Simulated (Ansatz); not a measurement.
Ansatz (a first-principles code) input:

Ansatz 0.2 input:
```yaml
crystal:
  periodic: [false, false, false]
  atoms:
    - {symbol: C, position_ang: [1.01333361, 0.22260174, 0.09993109]}
    - {symbol: C, position_ang: [-0.45649586, 0.20418713, -0.06812982]}
    - {symbol: S, position_ang: [-1.32320257, -1.23278250, 0.35383058]}
    - {symbol: H, position_ang: [-2.54397931, -0.75623734, 0.10484656]}
    - {symbol: H, position_ang: [-0.92140642, 0.84804864, -0.79390741]}
    - {symbol: H, position_ang: [1.35384475, 1.24086912, 0.29185058]}
    - {symbol: H, position_ang: [1.30774528, -0.41406073, 0.93222573]}
    - {symbol: H, position_ang: [1.53703632, -0.13180938, -0.79634554]}
basis:
  gaussian:
    orbitals: def2-TZVP
hamiltonian:
  xc: b3lyp
  dispersion: d3bj
magnetization: {spin_polarized: true, initial_magnetization: 1}
relax: {f_tol: 0.002, max_steps: 150}
```

Problem. Predict the final energy.

Solution. -477.43152 Eh (B3LYP-D3(BJ)/def2-TZVP). The basis has 129 functions.

It need not be the lowest isomer of its formula.
